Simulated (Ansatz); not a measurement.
```yaml
crystal:
  periodic: [false, false, false]
  atoms:
    - {symbol: O, position_ang: [-1.488655, -0.068557, -0.003243]}
    - {symbol: Ga, position_ang: [0.370043, 0.004589, 0.000769]}
    - {symbol: H, position_ang: [-1.967331, 0.770802, -0.001746]}
basis:
  gaussian: {orbitals: def2-TZVP}
magnetization: {spin_polarized: true, initial_magnetization: 2}
hamiltonian: {xc: pbe0}
relax: {f_tol: 0.004, max_steps: 80}
```

```sh
$ ansatz run in.yaml --threads 1 --pin off --events-out ev --progress --plain --max-ram 2176MiB
```

Steps of the relaxation (energy above the last step; positions in Å, forces in eV/Å):

```
3
step 1, 59.2 meV
O    -1.489   -0.069   -0.003    0.391   -0.243    0.000
Ga    0.370    0.005    0.001   -0.901    0.205   -0.001
H    -1.967    0.771   -0.002    0.510    0.038    0.001
```

```
3
step 2, 13.6 meV
O    -1.497   -0.091   -0.003    0.172   -0.098    0.000
Ga    0.334    0.024    0.001   -0.436    0.097   -0.001
H    -1.923    0.774   -0.002    0.263    0.001    0.001
```

```
3
step 3, 0.1 meV
O    -1.507   -0.111   -0.003   -0.068    0.007    0.000
Ga    0.301    0.042    0.001    0.058    0.007    0.000
H    -1.881    0.777   -0.002    0.010   -0.014    0.000
```

```
3
step 5, 0.0 meV
O    -1.508   -0.112   -0.003    0.000   -0.001    0.000
Ga    0.303    0.042    0.001    0.000    0.000    0.000
H    -1.880    0.777   -0.002    0.000    0.001    0.000
```

Close pairs at the end: O1–H3 0.963 Å, O1–Ga2 1.818 Å.

A stationary point of unrestricted PBE0 after 5 steps, with ⟨S²⟩ = 2.005 against 2.00 for a pure state; no frequencies were run, so it isn't proven a minimum. 25 s on 1 thread of Arm Neoverse V1, shared host.
